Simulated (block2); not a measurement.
# CH5Si (SMILES C[SiH2]) at DMRG/STO-3G

What is the vertical ionisation energy of CH5Si at DMRG/STO-3G? The job is set up through a Python script.

The results are computed with block2 0.5.4.

4 further runs of the same task are left out: 4 that didn't finish.

## (1) The system as given

CH5Si: 7 atoms, total charge 0, spin state doublet. SMILES: `C[SiH2]`. Geometry: relaxed at PBE0-D4/def2-TZVP.

Bond lengths: C1–Si2 1.875 Å, C1–H3 1.094 Å, C1–H4 1.092 Å, C1–H5 1.092 Å, Si2–H6 1.491 Å, Si2–H7 1.490 Å. Angles: C1–Si2–H6 111.8°, C1–Si2–H7 111.8°, Si2–C1–H3 110.5°, Si2–C1–H4 110.8°, Si2–C1–H5 110.8°, H6–Si2–H7 109.5°, H3–C1–H4 108.1°, H3–C1–H5 108.2°, H4–C1–H5 108.3°.

## (2) The energy at DMRG/STO-3G

Input file job.py:

```python
import numpy as np
from pyscf import cc, dft, gto, lo, mp, scf
from pyblock2._pyscf.ao2mo import integrals as itg
from pyblock2.driver.core import DMRGDriver, SymmetryTypes

mol = gto.M(atom="""
C     -0.122600    -0.803200     0.095200
Si     0.176200     1.034800     0.314000
H     -0.204800    -1.054900    -0.966600
H      0.699200    -1.383300     0.519500
H     -1.047100    -1.107700     0.589500
H     -0.951500     1.846400    -0.225700
H      1.450600     1.468000    -0.326000
""", basis="sto-3g", spin=1, verbose=3)
print("nao = %d" % (mol.nao))
mf = scf.ROHF(mol)
mf.conv_tol = 1e-10
mf.max_cycle = 200
mf.kernel()
if not mf.converged:
    mf = mf.newton().run(mf.mo_coeff, mf.mo_occ)
print("SCF energy = %.10f" % (mf.e_tot))
# single-reference ladder for comparison
ref = scf.UHF(mol).run(mf.make_rdm1(), conv_tol=1e-10)
pt = mp.MP2(ref, frozen=6).run()
mycc = cc.CCSD(ref, frozen=6)
mycc.max_cycle = 150
mycc.kernel()
print(f"MP2 total energy = {pt.e_tot:.10f}")
if mycc.converged:
    print("CCSD total energy = %.10f" % (mycc.e_tot))
    print("CCSD(T) total energy = %.10f" % (mycc.e_tot + mycc.ccsd_t()))
# a few density functionals on the same geometry and basis
ks = dft.UKS(mol, xc="tpss").set(conv_tol=1e-9, verbose=3).run(mf.make_rdm1())
if ks.converged:
    print("E(TPSS) = %.8f" % (ks.e_tot))
ks = dft.UKS(mol, xc="r2scan").set(conv_tol=1e-9, verbose=3).run(mf.make_rdm1())
if ks.converged:
    print("E(r2SCAN) = %.8f" % (ks.e_tot))
ks = dft.UKS(mol, xc="bhandhlyp").set(conv_tol=1e-9, verbose=3).run(mf.make_rdm1())
if ks.converged:
    print("E(BHLYP) = %.8f" % (ks.e_tot))
ks = dft.UKS(mol, xc="pbe").set(conv_tol=1e-9, verbose=3).run(mf.make_rdm1())
if ks.converged:
    print("E(PBE) = %.8f" % (ks.e_tot))
ks = dft.UKS(mol, xc="lda,vwn5").set(conv_tol=1e-9, verbose=3).run(mf.make_rdm1())
if ks.converged:
    print(f"E(SVWN5) = {ks.e_tot:.8f}")
# split localisation
mo = mf.mo_coeff.copy()
for a, b in ((6, 12), (13, 19)):
    if b - a > 1:
        mo[:, a:b] = lo.Boys(mol, mo[:, a:b]).kernel()
mf.mo_coeff = mo
ncas, n_elec, spin, ecore, h1e, g2e, orb_sym = itg.get_rhf_integrals(mf, ncore=6, ncas=13, pg_symm=False, g2e_symm=1)
driver = DMRGDriver(scratch="./tmp", symm_type=SymmetryTypes.SU2, stack_mem=1500 << 20, n_threads=1)
# orbital ordering
idx = driver.orbital_reordering(h1e, g2e, method="fiedler")
print("orbital order:", idx.tolist())
h1e = h1e[np.ix_(idx, idx)]
g2e = g2e[np.ix_(idx, idx, idx, idx)]
orb_sym = np.array(orb_sym)[idx]
driver.initialize_system(n_sites=ncas, n_elec=n_elec, spin=spin, orb_sym=orb_sym)
mpo = driver.get_qc_mpo(h1e=h1e, g2e=g2e, ecore=ecore, iprint=0)
occs = np.array([1.8] * 6 + [1.0] * 1 + [0.2] * 6)[idx]
ket = driver.get_random_mps(tag="GS", bond_dim=25, nroots=1, occs=occs)
bond_dims = [25] * 4 + [50] * 4 + [100] * 3
noises = [0.0001] * 4 + [0.0001] * 4 + [1e-05] * 3 + [0]
thrds = [1e-09] * 11
e = driver.dmrg(mpo, ket, n_sweeps=17, tol=1e-06, bond_dims=bond_dims, noises=noises, thrds=thrds, iprint=1)
ms, dws, es = driver.get_dmrg_results()
print("max discarded weight = %.3e" % (dws[-1]))
print("E(final) = %.10f" % (e))
csf, coef = driver.get_csf_coefficients(ket, cutoff=0.05, iprint=1)
print("leading coefficient squared = %.4f" % (np.max(np.abs(coef)) ** 2))
```

Launch:

```sh
$ python job.py
```

Standard output:

```text
nao = 19
converged SCF energy = -325.866192676134
SCF energy = -325.8661926761
converged SCF energy = -325.866551952456  <S^2> = 0.75199097  2S+1 = 2.00199
E(UMP2) = -325.951838671862  E_corr = -0.0852867194064479
E(SCS-UMP2) = -325.96351346368  E_corr = -0.0969615112242553
E(UCCSD) = -325.9857007839565  E_corr = -0.1191488315009392
MP2 total energy = -325.9518386719
CCSD total energy = -325.9857007840
UCCSD(T) correction = -0.000685562031691081
CCSD(T) total energy = -325.9863863460
converged SCF energy = -326.744263897413  <S^2> = 0.75084256  2S+1 = 2.0008424
E(TPSS) = -326.74426390
converged SCF energy = -326.661391069436  <S^2> = 0.75137871  2S+1 = 2.0013782
E(r2SCAN) = -326.66139107
converged SCF energy = -326.686103573104  <S^2> = 0.75040869  2S+1 = 2.0004086
E(BHLYP) = -326.68610357
converged SCF energy = -326.478842559513  <S^2> = 0.75086676  2S+1 = 2.0008666
E(PBE) = -326.47884256
converged SCF energy = -325.09758806801  <S^2> = 0.75067083  2S+1 = 2.0006707
E(SVWN5) = -325.09758807
orbital order: [4, 1, 7, 8, 6, 9, 5, 0, 10, 12, 11, 3, 2]

Sweep =    0 | Direction =  forward | Bond dimension =   25 | Noise =  1.00e-04 | Dav threshold =  1.00e-09
Time elapsed =      0.537 | E =    -325.9511865023 | DW = 1.45844e-05

Sweep =    1 | Direction = backward | Bond dimension =   25 | Noise =  1.00e-04 | Dav threshold =  1.00e-09
Time elapsed =      1.074 | E =    -325.9827941844 | DE = -3.16e-02 | DW = 6.52949e-05

Sweep =    2 | Direction =  forward | Bond dimension =   25 | Noise =  1.00e-04 | Dav threshold =  1.00e-09
Time elapsed =      1.625 | E =    -325.9856120329 | DE = -2.82e-03 | DW = 9.28029e-05

Sweep =    3 | Direction = backward | Bond dimension =   25 | Noise =  1.00e-04 | Dav threshold =  1.00e-09
Time elapsed =      2.141 | E =    -325.9858696935 | DE = -2.58e-04 | DW = 1.03162e-04

Sweep =    4 | Direction =  forward | Bond dimension =   50 | Noise =  1.00e-04 | Dav threshold =  1.00e-09
Time elapsed =      3.022 | E =    -325.9864370771 | DE = -5.67e-04 | DW = 6.06519e-06

Sweep =    5 | Direction = backward | Bond dimension =   50 | Noise =  1.00e-04 | Dav threshold =  1.00e-09
Time elapsed =      4.179 | E =    -325.9865471856 | DE = -1.10e-04 | DW = 1.11719e-05

Sweep =    6 | Direction =  forward | Bond dimension =   50 | Noise =  1.00e-04 | Dav threshold =  1.00e-09
Time elapsed =      5.350 | E =    -325.9865609249 | DE = -1.37e-05 | DW = 1.20606e-05

Sweep =    7 | Direction = backward | Bond dimension =   50 | Noise =  1.00e-04 | Dav threshold =  1.00e-09
Time elapsed =      6.498 | E =    -325.9865631191 | DE = -2.19e-06 | DW = 1.12694e-05

Sweep =    8 | Direction =  forward | Bond dimension =  100 | Noise =  1.00e-05 | Dav threshold =  1.00e-09
Time elapsed =      8.711 | E =    -325.9866482105 | DE = -8.51e-05 | DW = 5.51447e-07

Sweep =    9 | Direction = backward | Bond dimension =  100 | Noise =  1.00e-05 | Dav threshold =  1.00e-09
Time elapsed =     12.128 | E =    -325.9867173028 | DE = -6.91e-05 | DW = 1.14011e-06

Sweep =   10 | Direction =  forward | Bond dimension =  100 | Noise =  1.00e-05 | Dav threshold =  1.00e-09
Time elapsed =     15.442 | E =    -325.9867264133 | DE = -9.11e-06 | DW = 1.74329e-06

Sweep =   11 | Direction = backward | Bond dimension =  100 | Noise =  0.00e+00 | Dav threshold =  1.00e-07
Time elapsed =     18.157 | E =    -325.9867271309 | DE = -7.18e-07 | DW = 1.47062e-06

max discarded weight = 1.471e-06
E(final) = -325.9867271309
DTRIE T =      0.003
Number of CSF =          9 (cutoff =      0.05)
Sum of weights of included CSF =    0.965260593034599

CSF          0 2200-02200022  =   -0.960815781712312
CSF          1 2200-02202002  =    0.087951019859137
CSF          2 2200-02200220  =    0.087940406261784
CSF          3 2200-02020022  =    0.086489165729311
CSF          4 2200-20200022  =    0.080016934366902
CSF          5 0220-02200022  =    0.058862087474453
CSF          6 2020-02200022  =    0.058854591206893
CSF          7 02+--02200022  =   -0.053917311803367
CSF          8 20+--02200022  =    0.053906950992387
leading coefficient squared = 0.9232
```

Wall time 36 s (1 thread of Arm Neoverse N1, shared host); peak memory 0.3 GiB.

## (3) The singlet cation: a single-point energy at DMRG/STO-3G

Input file mol.xyz:

```xyz
7
CH5Si
C     -0.122600    -0.803200     0.095200
Si     0.176200     1.034800     0.314000
H     -0.204800    -1.054900    -0.966600
H      0.699200    -1.383300     0.519500
H     -1.047100    -1.107700     0.589500
H     -0.951500     1.846400    -0.225700
H      1.450600     1.468000    -0.326000
```

Input file block2_dmrg.py:

```python
import numpy as np
from pyscf import cc, dft, gto, mcscf, mp, scf
from pyblock2._pyscf.ao2mo import integrals as itg
from pyblock2.driver.core import DMRGDriver, SymmetryTypes
from scipy.stats import linregress

mol = gto.M(atom="mol.xyz", basis="sto-3g", charge=1, spin=0, verbose=3)
print("basis functions = %d" % (mol.nao))
mf = scf.RHF(mol)
mf.conv_tol = 1e-10
mf.max_cycle = 200
mf.kernel()
if not mf.converged:
    mf = mf.newton().run(mf.mo_coeff, mf.mo_occ)
print("SCF energy = %.10f" % (mf.e_tot))
# MP2, CCSD and CCSD(T) with the same frozen core
ref = mf
pt = mp.MP2(ref, frozen=6).run()
mycc = cc.CCSD(ref, frozen=6)
mycc.max_cycle = 150
mycc.kernel()
print(f"E(MP2) = {pt.e_tot:.10f}")
if mycc.converged:
    print(f"E(CCSD) = {mycc.e_tot:.10f}")
    print(f"E(CCSD(T)) = {mycc.e_tot + mycc.ccsd_t():.10f}")
    print(f"T1 = {mycc.get_t1_diagnostic():.4f}")
# a few density functionals on the same geometry and basis
ks = dft.RKS(mol, xc="tpss").set(conv_tol=1e-9, verbose=3).run()
if ks.converged:
    print(f"E(TPSS) = {ks.e_tot:.8f}")
ks = dft.RKS(mol, xc="r2scan").set(conv_tol=1e-9, verbose=3).run()
if ks.converged:
    print(f"E(r2SCAN) = {ks.e_tot:.8f}")
ks = dft.RKS(mol, xc="bhandhlyp").set(conv_tol=1e-9, verbose=3).run()
if ks.converged:
    print("E(BHLYP) = %.8f" % (ks.e_tot))
ks = dft.RKS(mol, xc="pbe").set(conv_tol=1e-9, verbose=3).run()
if ks.converged:
    print(f"E(PBE) = {ks.e_tot:.8f}")
ks = dft.RKS(mol, xc="lda,vwn5").set(conv_tol=1e-9, verbose=3).run()
if ks.converged:
    print(f"E(SVWN5) = {ks.e_tot:.8f}")
# natural orbitals of MP2 give a compact matrix product state
occ_no, mo = mcscf.addons.make_natural_orbitals(mp.MP2(mf, frozen=6).run())
mf.mo_coeff = mo
ncas, n_elec, spin, ecore, h1e, g2e, orb_sym = itg.get_rhf_integrals(mf, ncore=6, ncas=13, pg_symm=False, g2e_symm=1)
dmrg = DMRGDriver(scratch="./tmp", symm_type=SymmetryTypes.SU2, stack_mem=1500 << 20, n_threads=1)
# orbital ordering
idx = dmrg.orbital_reordering(h1e, g2e, method="fiedler")
print("orbital order:", idx.tolist())
h1e = h1e[np.ix_(idx, idx)]
g2e = g2e[np.ix_(idx, idx, idx, idx)]
orb_sym = np.array(orb_sym)[idx]
dmrg.initialize_system(n_sites=ncas, n_elec=n_elec, spin=spin, orb_sym=orb_sym)
mpo = dmrg.get_qc_mpo(h1e=h1e, g2e=g2e, ecore=ecore, iprint=1)
occs = np.array([1.9] * 6 + [0.1] * 7)[idx]
psi = dmrg.get_random_mps(tag="GS", bond_dim=25, nroots=1, occs=occs)
bond_dims = [25] * 2 + [50] * 3 + [100] * 3
noises = [0.0001] * 2 + [0.0001] * 3 + [1e-05] * 3 + [0]
thrds = [1e-09] * 8
e = dmrg.dmrg(mpo, psi, n_sweeps=14, tol=1e-06, bond_dims=bond_dims, noises=noises, thrds=thrds, iprint=1)
ms, dws, es = dmrg.get_dmrg_results()
print("DW = %.3e" % (dws[-1]))
print(f"E(final) = {e:.10f}")
csf, coef = dmrg.get_csf_coefficients(psi, cutoff=0.1, iprint=1)
print(f"c0^2 = {np.max(np.abs(coef)) ** 2:.4f}")
# reverse schedule: lower the bond dimension without noise and extrapolate in the discarded weight
psi = dmrg.adjust_mps(psi, dot=2)[0]
back = [90, 75, 60, 45]
dmrg.dmrg(mpo, psi, n_sweeps=4 * len(back), tol=0, bond_dims=[m for m in back for _ in range(4)], noises=[0] * (4 * len(back)), thrds=[1e-9] * (4 * len(back)), iprint=1)
ms, dws, es = dmrg.get_dmrg_results()
ms, dws, es = ms[3::4], dws[3::4], np.array(es)[3::4, 0]
fit = linregress(dws, es)
print("M values =", np.round(ms, 1).tolist())
print("discarded weights =", np.round(dws, 12).tolist())
print("E(M) =", np.round(es, 9).tolist())
print(f"extrapolated energy = {fit.intercept:.8f}")
print("error estimate = %.3e" % (abs(fit.intercept - es.min()) / 5))
```

Launch:

```sh
$ python block2_dmrg.py
```

Standard output:

```text
basis functions = 19
converged SCF energy = -325.662965155428
SCF energy = -325.6629651554
E(RMP2) = -325.756184436906  E_corr = -0.0932192814772403
E(SCS-RMP2) = -325.76823734063  E_corr = -0.105272185202109
E(CCSD) = -325.7918294405885  E_corr = -0.1288642851600685
E(MP2) = -325.7561844369
E(CCSD) = -325.7918294406
CCSD(T) correction = -0.0011171907933935
E(CCSD(T)) = -325.7929466314
T1 = 0.0078
converged SCF energy = -326.515317143848
E(TPSS) = -326.51531714
converged SCF energy = -326.432999534128
E(r2SCAN) = -326.43299953
converged SCF energy = -326.463108145743
E(BHLYP) = -326.46310815
converged SCF energy = -326.256841140824
E(PBE) = -326.25684114
converged SCF energy = -324.883037276866
E(SVWN5) = -324.88303728
E(RMP2) = -325.756184436906  E_corr = -0.0932192814772403
E(SCS-RMP2) = -325.76823734063  E_corr = -0.105272185202109
orbital order: [12, 9, 6, 4, 5, 7, 1, 3, 10, 0, 11, 2, 8]
integral symmetrize error =  0.0
integral cutoff error =  0.0
mpo terms =      16669

[... 56 lines left out ...]
E(final) = -325.7929691926
[... 2 lines left out ...]
Sum of weights of included CSF =    0.913185528611823
[... 28 lines left out ...]
Sweep =    8 | Direction =  forward | Bond dimension =   60 | Noise =  0.00e+00 | Dav threshold =  1.00e-09
Time elapsed =     22.032 | E =    -325.7925582999 | DE = 3.93e-05 | DW = 9.44939e-05

Sweep =    9 | Direction = backward | Bond dimension =   60 | Noise =  0.00e+00 | Dav threshold =  1.00e-09
Time elapsed =     23.387 | E =    -325.7921964436 | DE = 3.62e-04 | DW = 6.38009e-05

Sweep =   10 | Direction =  forward | Bond dimension =   60 | Noise =  0.00e+00 | Dav threshold =  1.00e-09
Time elapsed =     24.750 | E =    -325.7922106383 | DE = -1.42e-05 | DW = 6.03792e-05

Sweep =   11 | Direction = backward | Bond dimension =   60 | Noise =  0.00e+00 | Dav threshold =  1.00e-09
Time elapsed =     26.120 | E =    -325.7922104099 | DE = 2.28e-07 | DW = 6.02818e-05

Sweep =   12 | Direction =  forward | Bond dimension =   45 | Noise =  0.00e+00 | Dav threshold =  1.00e-09
Time elapsed =     27.223 | E =    -325.7920889448 | DE = 1.21e-04 | DW = 1.34099e-04

Sweep =   13 | Direction = backward | Bond dimension =   45 | Noise =  0.00e+00 | Dav threshold =  1.00e-09
Time elapsed =     28.113 | E =    -325.7914737754 | DE = 6.15e-04 | DW = 8.69696e-05

Sweep =   14 | Direction =  forward | Bond dimension =   45 | Noise =  0.00e+00 | Dav threshold =  1.00e-09
Time elapsed =     29.020 | E =    -325.7915011440 | DE = -2.74e-05 | DW = 8.25935e-05

Sweep =   15 | Direction = backward | Bond dimension =   45 | Noise =  0.00e+00 | Dav threshold =  1.00e-09
Time elapsed =     29.904 | E =    -325.7915008822 | DE = 2.62e-07 | DW = 8.22195e-05

M values = [90, 75, 60, 45]
discarded weights = [4.2207574e-05, 5.624204e-05, 6.0281753e-05, 8.2219525e-05]
E(M) = [-325.79285622, -325.792597562, -325.79221041, -325.791500882]
extrapolated energy = -325.79439512
error estimate = 3.078e-04
```

Wall time 68 s (1 thread of Arm Neoverse N1, shared host); peak memory 0.32 GiB.

## (4) Results

Level: DMRG/STO-3G, 6 core orbitals frozen.

| quantity | value |
| --- | --- |
| run 1, DMRG/STO-3G: total energy | -325.98673 Eh |
| singlet cation: total energy | -325.79297 Eh |
| singlet cation: T1 diagnostic of the CCSD step | 0.008 |
| vertical ionisation energy (to the singlet cation) | 5.272 eV |

**Reading.** Removing an electron at fixed nuclei costs 5.27 eV (509 kJ/mol). Only the singlet of the ionised species was computed; a triplet could lie lower. In a minimal basis such a difference can be off by several eV, whatever the method.
